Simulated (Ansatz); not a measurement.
# ClH3Si + H4Si: molecular dynamics

The plan is to follow the two partners and see whether they stay together, part or react. The start is relaxed first. Runs: 300 steps of 0.25 fs under a Nosé-Hoover thermostat at 100 K. SMILES of the start: [SiH4].[SiH3]Cl.

Program: Ansatz 0.2.0. Level of theory: RHF/def2-SVP. These are calculated values, not measurements.

### Step 1. The structure to begin with

Bond lengths: Si1–H2 1.461 Å, Si1–H3 1.461 Å, Si1–H4 1.461 Å, Si1–H5 1.461 Å, Si6–Cl7 2.011 Å, Si6–H8 1.459 Å, Si6–H9 1.459 Å, Si6–H10 1.457 Å. Angles: H2–Si1–H3 109.5°, H2–Si1–H4 109.6°, H2–Si1–H5 109.4°, H3–Si1–H4 109.2°, H3–Si1–H5 109.7°, H4–Si1–H5 109.4°, Cl7–Si6–H8 107.9°, Cl7–Si6–H9 107.9°, Cl7–Si6–H10 108.2°, H8–Si6–H9 110.6°, H8–Si6–H10 111.0°, H9–Si6–H10 111.1°.

Structure file:

```xyz
10

Si   -0.0582    0.0804   -2.2791
H    -1.1101    0.4790   -1.3461
H    -0.4971    0.3386   -3.6484
H     0.2215   -1.3455   -2.1236
H     1.1536    0.8468   -1.9987
Si    0.0992   -0.0261    2.1658
Cl   -0.5413   -0.8756    3.8719
H     1.5296    0.2277    2.3003
H    -0.6304    1.2247    1.9876
H    -0.1667   -0.9500    1.0704
```

### Step 2. Preparing the start

input.yaml

```yaml
crystal:
  periodic: [false, false, false]
  atoms:
    - { symbol: Si, position_ang: [-0.0582, 0.0804, -2.2791] }
    - { symbol: H, position_ang: [-1.1101, 0.479, -1.3461] }
    - { symbol: H, position_ang: [-0.4971, 0.3386, -3.6484] }
    - { symbol: H, position_ang: [0.2215, -1.3455, -2.1236] }
    - { symbol: H, position_ang: [1.1536, 0.8468, -1.9987] }
    - { symbol: Si, position_ang: [0.0992, -0.0261, 2.1658] }
    - { symbol: Cl, position_ang: [-0.5413, -0.8756, 3.8719] }
    - { symbol: H, position_ang: [1.5296, 0.2277, 2.3003] }
    - { symbol: H, position_ang: [-0.6304, 1.2247, 1.9876] }
    - { symbol: H, position_ang: [-0.1667, -0.95, 1.0704] }
basis:
  gaussian: { orbitals: def2-SVP }
hamiltonian:
  xc: hf
relax:
  f_tol: 0.02
  max_steps: 40
scf:
  lower_state_search: "off"
```

Command:

```console
$ ansatz run input.yaml --threads 1 --pin off --max-ram 2048MiB --backend cpu --events-out ev --progress --plain --runs-dir out
```

Further steps of the session: The run.

**Question.** What will these runs give? Wanted: relaxation of the start; temperature, first and last step; temperature, second half; potential energy, second half; largest change of the conserved energy; bonds formed or broken.

The runs gave:

| quantity | value |
| --- | --- |
| relaxation of the start | 8 moves, 0.088 eV lower |
| length | 300 steps of 0.25 fs |
| temperature, first and last step | 100 and 63 K |
| temperature, second half | mean 75 K, from 49 to 103 K |
| potential energy, second half | +3 meV/atom from the start |
| largest change of the conserved energy | 0.01 meV/atom |
| bonds formed or broken | 0 |

In words: Against a set 100 K the second half averages 75 K with a spread of 14 K; 3 meV/atom has gone into potential energy, and a thermostat that acts over some 100 fs has not made it up in 75 fs. The conserved energy strays from its start by at most 0.01 meV/atom, under 0.1 % of the mean kinetic energy, which is good for a step of 0.25 fs. The bonding pattern survives the run. The partners' closest contact goes from 4.27 to 3.55 Å; so short a run doesn't show whether they stay bound. Averages from a run of 75 fs with 10 atoms are rough. The nuclei move classically, without zero-point motion, which matters most for hydrogen.
